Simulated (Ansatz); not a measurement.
Reaction (SMILES): C#N (CH-N) → [C]#N (C-N) + H atom
B3LYP-D3(BJ)/def2-TZVP geometries, fixed; electronic energies without zero-point terms.

The bond dissociation energy at MP2 with Ansatz (an electronic-structure program), in kcal/mol, split into its Hartree-Fock and correlation parts. Cores are frozen. The T1 diagnostic of CCSD is high for at least one species. An unrestricted Hartree-Fock determinant is markedly spin-contaminated. Open shells are unrestricted. No added dispersion term, no relativity. Functions are those of the species that has most.

```json
[
 {"basis": "aug-cc-pVDZ", "X": "2", "functions": "55", "Hartree-Fock": "107.67", "MP2": "145.37"},
 {"basis": "aug-cc-pVTZ", "X": "3", "functions": "115", "Hartree-Fock": "109.17", "MP2": "151.92"},
 {"basis": "aug-cc-pVQZ", "X": "4", "functions": "206", "Hartree-Fock": "108.99", "MP2": "153.41"}
]
```

Worked estimate of the basis-set limit from each neighbouring pair, with Hartree-Fock from the larger set and the correlation part extrapolated as X^-3.
Correlation parts: X = 2: 37.70, X = 3: 42.75, X = 4: 44.42.
- (2,3): (27·(42.75) - 8·(37.70))/19 = 44.88; with Hartree-Fock 109.17 the estimate is 154.05 kcal/mol.
- (3,4): (64·(44.42) - 27·(42.75))/37 = 45.64; with Hartree-Fock 108.99 the estimate is 154.63 kcal/mol.
The last two estimates differ by 0.58 kcal/mol; the largest set lies 1.22 from the last. Over the last step Hartree-Fock moves by -0.18 and the correlation part by 1.67.
